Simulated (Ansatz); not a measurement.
A nudged elastic band was laid between two geometries of AlFH2 + H4Si (9 atoms, charge 0, multiplicity 1).

All numbers below come from RKS LDA/6-31G* (Ansatz).

| Quantity | Value |
| --- | --- |
| movable images | 9 |
| climbing image | yes |
| spring | 5.0 eV/Å² |
| optimiser | quadratic models (default) |
| start path | through a guess of the saddle point |
| force threshold | 0.03 eV/Å |
| iteration limit | 60 |
| end points | relaxed |

Initial state:

```xyz
9
Properties=species:S:1:pos:R:3
Al -0.083 0.094 0.173
F 0.220 1.312 1.261
H 1.175 -0.515 -0.613
H -1.609 -0.150 -0.238
Si 0.186 -2.691 1.098
H -0.382 -2.726 -0.282
H 1.648 -2.994 1.133
H -0.592 -3.568 2.030
H -0.012 -1.280 1.639
```

Final state:

```xyz
9
Properties=species:S:1:pos:R:3
Al 0.055 -0.263 -0.142
F -0.209 0.021 1.756
H 1.450 0.458 -0.455
H -1.338 0.175 -0.798
Si 0.198 -2.620 0.594
H -0.900 -3.627 0.388
H 1.490 -3.380 0.712
H -0.041 -2.310 2.121
H -0.151 -0.969 2.024
```

(1) What changes between the two ends?

(2) Give the energies along the band, and the barrier.

(3) What is the geometry of the highest image?

(4) What are the harmonic wavenumbers there?

## Answers

(1) Bonds broken: Si5–H9. AlFH2 + H4Si becomes AlFH6Si.

(2) It converged. The highest image is number 7 of 0 to 10, 1.40 eV above the first end and 0.16 eV above the last; the last end lies 1.24 eV above the first. A vibrational analysis at the climbing image gives one clearly imaginary mode, 394i cm⁻¹: a first-order saddle point. The orbitals stay closed-shell, which can raise the energy where a bond breaks towards radicals; this wasn't checked here.

| image | path coordinate (Å) | energy (eV) | Si5–H9 (Å) |
| --- | --- | --- | --- |
| 0 | 0.00 | 0.00 | 1.52 |
| 1 | 0.47 | 0.02 | 1.52 |
| 2 | 0.94 | 0.06 | 1.52 |
| 3 | 1.41 | 0.08 | 1.52 |
| 4 | 1.88 | 0.12 | 1.51 |
| 5 | 2.35 | 0.31 | 1.52 |
| 6 | 2.82 | 0.98 | 1.66 |
| 7 | 3.29 | 1.40 | 2.01 |
| 8 | 3.60 | 1.36 | 2.16 |
| 9 | 3.91 | 1.28 | 2.23 |
| 10 | 4.21 | 1.24 | 2.21 |

(3) 
```xyz
9
Properties=species:S:1:pos:R:3
Al 0.044 -0.222 -0.060
F -0.223 0.249 1.760
H 1.483 0.311 -0.507
H -1.321 0.046 -0.846
Si 0.153 -2.607 0.894
H -0.923 -3.420 0.232
H 1.499 -3.189 0.574
H -0.033 -2.860 2.379
H -0.127 -0.826 1.776
```

(4) 394i, 79, 228, 277, 332, 405, 425, 472, 577, 709, 742, 749, 880, 884, 914, 1880, 1902, 2042, 2103, 2169, 2185 cm⁻¹.

Time of the run: 4.2 min on 1 thread of Arm Neoverse V2, on a shared host, peak memory 0.12 GiB.
